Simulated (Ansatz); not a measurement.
This script drives the Ansatz DFT code, driven from Python.

`md.py`
```python
# -*- coding: utf-8 -*-
import ansatz as az
from ase import Atoms
import numpy as np

atoms = Atoms(['C', 'Al', 'S', 'H', 'H', 'H'], positions=[
    (-0.1832, -0.3005, -0.6752),
    (-0.0037, 0.3947, 1.1228),
    (0.4839, -1.655, 0.1705),
    (-1.2028, -0.4475, -1.0024),
    (0.4441, 0.1784, -1.4676),
    (0.5038, 1.7659, 1.8058),
])
ch3als = az.Crystal.molecule_from_ase(atoms)

setup = (
    ch3als.calculation()
    .basis(gaussian='def2-SVP')
    .functional('hf')
)
symbols = [site.symbol for site in ch3als.cartesian_sites]
start = np.array([site.position_ang for site in ch3als.cartesian_sites], dtype=float)
r = setup.relax(force_tolerance=0.02).run(threads=1).report
end = np.array(r['positions_ang'])
minimum = az.Crystal.molecule()
for symbol, place in zip(symbols, end):
    minimum = minimum.atom(symbol, place.tolist())

setup = (
    minimum.calculation()
    .basis(gaussian='def2-SVP')
    .functional('hf')
    .md('nvt_nose_hoover', timestep=0.25, steps=20, temperature=200, initial_velocities='maxwell_boltzmann', seed=63, thermostat_time=50)
)
frames = []
outcome = setup.session().plan().execute(on_event=lambda e: frames.append(e['data']) if e['event'] == 'md_step' else None)
print('t (fs)   E_pot (eV)      E_kin (eV)   T (K)   d(0-1) (A)')
for f in frames[::3]:
    xyz = np.array(f['positions_ang'])
    print(f'{f["time_fs"]:6.2f} {f["lagrangian_ev"]:14.5f} {f["e_kin_ev"]:10.5f} {f["temperature_k"]:8.1f} {np.linalg.norm(xyz[0] - xyz[1]):9.4f}')
kept = np.array([f['conserved_ev'] for f in frames])
print(f'conserved energy moves by at most {1000 * np.ptp(kept):.3f} meV')
symbols = [site.symbol for site in ch3als.cartesian_sites]
with open('last_frame.xyz', 'w') as handle:
    handle.write(f'{len(symbols)}\nt = {frames[-1]["time_fs"]} fs\n')
    handle.writelines('{:2s} {:10.5f} {:10.5f} {:10.5f}\n'.format(s, *xyz) for s, xyz in zip(symbols, frames[-1]['positions_ang']))
```

It is started by `python md.py`. Estimate its wall time and peak memory on 1 thread of Arm Neoverse V2 (shared host).

It took about 16 s, with a peak of 0.2 GiB, for 2 runs of the engine.

```console
$ python md.py
t (fs)   E_pot (eV)      E_kin (eV)   T (K)   d(0-1) (A)
  0.00   -18471.51787    0.10341    200.0    1.9184
  0.75   -18471.51146    0.09702    187.6    1.9215
  1.50   -18471.49635    0.08199    158.6    1.9246
  2.25   -18471.48218    0.06789    131.3    1.9276
  3.00   -18471.47611    0.06182    119.6    1.9306
  3.75   -18471.47690    0.06259    121.0    1.9335
  4.50   -18471.47724    0.06292    121.7    1.9364
conserved energy moves by at most 0.160 meV
```

It writes `last_frame.xyz`:
```text
6
t = 5.0 fs
C    -0.22794   -0.17255   -0.78637
Al    0.24599    0.48600    0.97395
S     0.52375   -1.51321    0.39046
H    -1.24137   -0.50877   -1.01162
H     0.31870   -0.03574   -1.71983
H     0.38734    1.63283    2.06793
```

Notes:
- Total energies depend on the basis set; only differences at equal settings carry meaning.
- The trajectory is only some femtoseconds long, so its temperature is not equilibrated; where the script doesn't relax first, it starts from a rough generated geometry.
- The temperature counts the internal degrees of freedom alone.
